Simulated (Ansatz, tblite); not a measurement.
# The cluster Cu5+: one state, many levels

One table from this session's results is given with a row withheld; the runs are named, their logs left out.

Method: as each input shows; program: Ansatz 0.2.0, Gaussian basis.

Levels to be run: GFN1-xTB, GFN2-xTB, PBE-D4/def2-TZVP, r2SCAN-D4/def2-TZVP, r2SCAN0-D4/def2-TZVP, B2PLYP/def2-TZVP, PBE+10HF/def2-SVP, PBE+15HF/def2-SVP, PBE+40HF/def2-SVP, PBE-D4/def2-SVP, PBE0-D4/def2-SVP, HF/STO-3G, CCSD(T)/def2-SVP, MP2/def2-TZVP, RPA/def2-TZVP.

4 further runs of the same task are left out: 1 that didn't finish, 3 set aside as unsound or not needed.

### The relaxed structure

The geometry is that of the singlet, from an earlier relaxation (PBE-D4/def2-SVP). At that level it is the lowest of the isomers that a small search found.

5 atoms, charge 1, spin multiplicity 1.

Bond lengths: Cu1–Cu3 2.276 Å, Cu1–Cu4 2.365 Å, Cu2–Cu4 2.365 Å, Cu2–Cu5 2.276 Å, Cu3–Cu4 2.365 Å, Cu4–Cu5 2.365 Å. Angles: Cu3–Cu1–Cu4 61.2°, Cu4–Cu2–Cu5 61.2°, Cu1–Cu3–Cu4 61.2°, Cu1–Cu4–Cu2 140.5°, Cu1–Cu4–Cu3 57.5°, Cu1–Cu4–Cu5 140.0°, Cu2–Cu4–Cu3 139.9°, Cu2–Cu4–Cu5 57.5°, Cu3–Cu4–Cu5 140.5°, Cu2–Cu5–Cu4 61.2°.

No spin-orbit coupling is included. The ion is computed in the gas phase, without counter-ions or solvent.

PBE0-D4/def2-TZVP was run before; its log isn't repeated, and its numbers join the tables.

The first run:

Tight binding, by tblite at 300 K electronic temperature and without a spin-polarisation term:

```python
tblite.interface.Calculator('GFN1-xTB', numbers, positions, charge=1, uhf=0).singlepoint()
```

Tight binding, by tblite at 300 K electronic temperature and without a spin-polarisation term:

```python
tblite.interface.Calculator('GFN2-xTB', numbers, positions, charge=1, uhf=0).singlepoint()
```

start.molden holds the orbitals of an earlier run on this state, given as this run's starting guess.

in.yaml reads:

```yaml
crystal:
  periodic: [false, false, false]
  atoms:
    - {symbol: Cu, position_ang: [1.744837, 1.115961, -1.142161]}
    - {symbol: Cu, position_ang: [-1.084114, -2.100685, 0.070949]}
    - {symbol: Cu, position_ang: [1.693223, 1.201645, 1.131380]}
    - {symbol: Cu, position_ang: [0.000103, -0.000154, -0.000533]}
    - {symbol: Cu, position_ang: [-2.354050, -0.216756, -0.059645]}
basis:
  gaussian: {orbitals: def2-TZVP, initial_orbitals: start.molden}
total_charge: 1
hamiltonian: {xc: pbe, dispersion: d4}
scf: {omitted_lower_state_checks: [starts]}
output: {orbitals: {seedname: orbitals}}
```

Started as:

```console
> ansatz run in.yaml --threads 4 --pin off --events-out ev --progress --plain --max-ram 8704MiB
```

Steps of the session up to this table: PBE-D4/def2-TZVP; r2SCAN-D4/def2-TZVP; r2SCAN0-D4/def2-TZVP; B2PLYP/def2-TZVP; PBE+10HF/def2-SVP; PBE+15HF/def2-SVP; PBE+40HF/def2-SVP; PBE-D4/def2-SVP; PBE0-D4/def2-SVP; HF/STO-3G; CCSD(T)/def2-SVP; MP2/def2-TZVP; RPA/def2-TZVP.

One of the session's tables, all rows but one given; the rest of the session is left out.

| level | HOMO (eV) | LUMO (eV) | gap (eV) |
| --- | --- | --- | --- |
| HF/STO-3G | -9.42 | -5.22 | 4.20 |
| PBE-D4/def2-SVP | -8.85 | -7.03 | 1.83 |
| PBE-D4/def2-TZVP | ? | ? | ? |
| r2SCAN-D4/def2-TZVP | -9.54 | -7.16 | 2.38 |
| PBE0-D4/def2-SVP | -9.84 | -6.05 | 3.79 |
| PBE0-D4/def2-TZVP | -10.33 | -6.42 | 3.91 |
| r2SCAN0-D4/def2-TZVP | -10.33 | -6.24 | 4.09 |
| PBE+10HF/def2-SVP | -9.48 | -6.63 | 2.86 |
| PBE+15HF/def2-SVP | -9.62 | -6.43 | 3.19 |
| PBE+40HF/def2-SVP | -10.14 | -5.50 | 4.63 |

**Question.** Estimate the row for PBE-D4/def2-TZVP.

**Answer.** HOMO (eV): -9.56; LUMO (eV): -7.48; gap (eV): 2.09. In the column «HOMO (eV)» it lies between PBE+15HF/def2-SVP (-9.62) and r2SCAN-D4/def2-TZVP (-9.54).
